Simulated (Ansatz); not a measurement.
**doublet BO: levels of theory in one basis**

```yaml
atoms:
  - { symbol: B, position_ang: [0.0000, 0.0000, 0.0000] }
  - { symbol: O, position_ang: [0.0000, 0.0000, 1.6100] }
```

Basis set: def2-SVP (spherical functions). Frozen core: 2 orbitals. Correlation on ROHF uses semicanonical orbitals with singles. Charge 0, multiplicity 2.

Computed with Ansatz (development build ahead of 0.2.0); each method stands on the lowest determinant of its kind that the runs found.

```json
{"method": "ROHF", "E − E(ROHF) (eV)": "0.00", "<S²> of the determinant": "0.75"}
{"method": "UHF", "E − E(ROHF) (eV)": "-0.22", "<S²> of the determinant": "1.08"}
{"method": "ROHF-MP2", "E − E(ROHF) (eV)": "-5.53", "<S²> of the determinant": "–"}
```

Question: What does UHF-MP2 give on the same scale?

Answer: -5.41 eV.

Question: Is a single determinant a sound starting point here?

Answer: Only with care. Unrestricted orbitals gain 0.22 eV and <S²> is 1.08 against 0.75 for a pure state, a contamination that matters most for the unrestricted series.

Caution for UHF, UHF-MP2: the unrestricted determinant is spin contaminated. Caution for ROHF-MP2, UHF-MP2: bonds are stretched, where a single reference can fail.
